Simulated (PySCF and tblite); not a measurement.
Values are calculated unless marked as measured or tabulated.
C₄H₆O, numbered as in [CH:1]#[C:2][O:3][CH2:4][CH3:5].

Free energies: CAM-B3LYP-D3(BJ)/def2-TZVP (IEF-PCM, chloroform) on PBE0-D3(BJ)/def2-SVP structures plus GFN2-xTB thermal terms, symmetry and mirror images included. Conformers within 3 kcal/mol (GFN2-xTB free energy) were kept, 8 at most. GIAO shieldings: PBE0/pcSseg-1 (IEF-PCM, chloroform). Shifts are against TMS (¹H), TMS (¹³C) at the same level. Codes: tblite and PySCF.

(1) Predict the averaged NMR shifts at 298.15 K.

(2) How do the conformers differ?

(3) Which signal moves most, for its nucleus, between 180 and 400 K through the change of populations alone?

Shifts are unscaled: against experiment ¹³C can be off by 15 ppm or more and ¹H by 0.8 ppm.

Results:

(1) ¹H: 3.93 (H4, 2H), 1.62 (H1, 1H), 1.36 (H5, 3H) ppm. ¹³C: 94.2 (C2), 75.0 (C4), 29.0 (C1), 16.0 (C5) ppm.

(2) Torsions listed: C2–O3–C4–C5. Of a mirror pair one member is shown.
```
conformer  shape  weight %
        1   180°      52.6
        2   -70°      47.4
```

```csv
signal,1,2,average
H1,1.62,1.62,1.62
H4,3.95,3.89,3.93
H5,1.31,1.41,1.36
C1,28.0,30.1,29.0
C2,94.7,93.6,94.2
C4,75.7,74.3,75.0
C5,16.8,15.0,16.0
```

(3) C1: 28.8 ppm at 180 K, 28.9 ppm at 230 K, 29.0 ppm at 298.15 K, 29.1 ppm at 330 K, 29.1 ppm at 400 K.
